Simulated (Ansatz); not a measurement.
Input file:

```yaml
crystal:
  periodic: [false, false, false]
  atoms:
    - {symbol: Si, position_ang: [0.000000, 0.000000, 0.285489]}
    - {symbol: C, position_ang: [0.000000, 0.000000, -2.070511]}
    - {symbol: H, position_ang: [0.000000, 0.000000, 1.785022]}
basis:
  gaussian: {orbitals: def2-mTZVP}
magnetization: {spin_polarized: false, initial_magnetization: 1}
hamiltonian: {pseudopotentials: {relativity: scalar}}
correlation: {active_space: {window: {electrons: 5, orbitals: 6}}}
output: {forces: true}
```

```sh
$ ansatz run in.yaml --threads 1 --pin off --events-out ev --progress --plain --max-ram 2393MiB
```

Log:

```
391 factors; integrals over basis functions are off by at most 7.7e-4 eV
mean field evaluation 1: about -8913.3453 eV, gradient 1.1e1 eV
mean field evaluation 2: about -8913.3468 eV, gradient 1.1e1 eV
mean field evaluation 4: about -8913.9773 eV, gradient 5.3e0 eV
mean field evaluation 8: about -8914.3180 eV, gradient 2.6e0 eV
mean field evaluation 16: about -8914.6234 eV, gradient 6.1e-1 eV
mean field evaluation 32: about -8914.6264 eV, gradient 6.8e-5 eV
mean field evaluation 64: about -8913.2765 eV, gradient 1.8e-1 eV
mean field evaluation 96: about -8913.8786 eV, gradient 7.8e-3 eV
mean field evaluation 128: about -8913.8801 eV, gradient 7.2e-2 eV
mean field evaluation 160: about -8914.0885 eV, gradient 6.0e-2 eV
mean field -8914.63458206 eV, -327.6067783343 hartree, gradient 3.4e-6 eV, S^2 0.750000; 16 other end points of the search recorded, 0 dependent functions left out
reference -8914.63458206 eV, -327.6067783343 hartree; 11, 10 occupied and 33, 34 virtual orbitals, 391 factors
state -8917.74295036 eV, -327.7210087624 hartree
the calculation of the forces begins
Total energy: -8917.74295036 eV, -327.7210087624 hartree
Relativity: scalar
Atom 0 at     0.000000     0.000000     0.285489 Å, force     0.000000    -0.000000    -2.827845 eV/Å
Atom 1 at     0.000000     0.000000    -2.070511 Å, force     0.000000     0.000000     3.030354 eV/Å
Atom 2 at     0.000000     0.000000     1.785022 Å, force    -0.000000     0.000000    -0.202510 eV/Å
Dipole moment:    -0.000000     0.000000     0.489236 e Å
```

Forces (eV/Å):
```
Si   0.000  0.000 -2.828
C    0.000  0.000  3.030
H    0.000  0.000 -0.203
```

Ran on 1 thread of Arm Neoverse V1, shared host: 3 s wall, 0.16 GiB peak host memory.
